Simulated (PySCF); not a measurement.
All of these have the formula C4H7P. Theory: TDDFT CAM-B3LYP/def2-SVPD, vertical, gas phase, core orbitals frozen in the response in PySCF 2.14.0, density-fitted response routines. Geometries: GFN2-xTB; one conformer of each isolated species. Triplets are in the Tamm–Dancoff approximation.

A. `C(=C)/C(C)=P\[H]`
B. `C=P/C=C\C`
C. `CCCC#P`
D. `C1=CCPC1`

Lowest singlet levels (six at most, fewer where fewer were computed) with oscillator strengths:

1. 272 nm (f 0.498); 271 nm (f 0.013); 204 nm (f 0.001); 197 nm (f 0.000); 194 nm (f 0.011); 180 nm (f 0.007); T1 2.12 eV
2. 200 nm (f 0.003); 193 nm (f 0.026); 181 nm (f 0.024); 179 nm (f 0.041); 176 nm (f 0.107); 165 nm (f 0.083); T1 4.36 eV
3. 277 nm (f 0.007); 251 nm (f 0.355); 192 nm (f 0.026); 185 nm (f 0.009); 184 nm (f 0.004); 183 nm (f 0.010); T1 2.57 eV
4. 291 nm (f 0.000); 269 nm (f 0.001); 269 nm (f 0.000); 175 nm (f 0.036); 174 nm (f 0.150); 169 nm (f 0.048); T1 3.29 eV

**Question.** Match each spectrum to its molecule.

**Answer.** 1 = A, 2 = D, 3 = B, 4 = C.
- A: S1 at 4.56 eV, HOMO→LUMO (96%); Löwdin shares by element: HOMO carbon 55% or more, phosphorus 32%; LUMO carbon 48% or more, phosphorus 37% (atoms not listed hold the other 15%); HOMO -7.78 and LUMO -1.01 eV; point group Cs, 1 of its 6 listed states under f = 0.0005.
- B: S1 at 4.47 eV, HOMO-1→LUMO (99%); Löwdin shares by element: HOMO carbon 65% or more, phosphorus 20%; LUMO carbon 54% or more, phosphorus 34%; HOMO -8.00 and LUMO -0.58 eV; point group Cs.
- C: S1 at 4.26 eV, HOMO→LUMO (50%), HOMO-1→LUMO+1 (32%), HOMO-1→LUMO (9%); Löwdin shares by element: HOMO carbon 51% or more, phosphorus 41%; LUMO phosphorus 50%, carbon 38% or more; HOMO -8.61 and LUMO 0.17 eV.
- D: S1 at 6.19 eV, HOMO→LUMO+1 (91%); Löwdin shares by element: HOMO phosphorus 55%, carbon 28% or more (atoms not listed hold the other 16%); LUMO (one of a set within 0.03 eV) carbon 34% or more, phosphorus 18% (atoms not listed hold the other 48%); HOMO -8.23 and LUMO 1.32 eV; point group Cs.
A and B have S1 within 0.09 eV of each other; their strongest listed levels stand at 4.56 eV (f 0.498) and 4.94 eV (f 0.355).
